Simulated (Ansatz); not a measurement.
Consider the formal loss of a carbene: `N=CCF` → `[CH2]` (triplet) + `N=CF`.

Program: Ansatz. Geometries: PBE0-D4/def2-TZVP. ΔE: electronic, gas phase. CCSD(T)/CBS adds triple-zeta CCSD(T) − MP2 to the extrapolated MP2 energy (def2 sets, frozen cores). This one scheme is used for every species. DFT in def2-TZVPP. B3LYP here is the variant with VWN-RPA as its local correlation; programs differ in this. Triplets are unrestricted, without spin–orbit coupling. One conformer a species, not always the lowest.

```json
{"species": "`N=CCF`", "B3LYP energy (Eh)": "-233.28723"}
{"species": "`[CH2]` (triplet)", "B3LYP energy (Eh)": "-39.17003"}
{"species": "`N=CF`", "B3LYP energy (Eh)": "-193.97011"}
```

Problem. Work out ΔE.

Solution. ΔE = (-39.17003) + (-193.97011) − (-233.28723) = 0.14709 Eh = +386.2 kJ/mol. CCSD(T)/CBS gives +403.0 kJ/mol.

Largest T1 diagnostic among the species: 0.013.

Leaving LDA and LC-ωPBE aside and taking each functional with its dispersion term where it has one, the values, not all of them listed here, spread over 39.8 kJ/mol, from r2SCAN0-D4 to ωB97X-V. LDA lies +69.2 kJ/mol from PBE without D4. At CCSD(T), def2-SVP lies −19.2 kJ/mol from the extrapolated value and def2-TZVPP −12.0 kJ/mol.
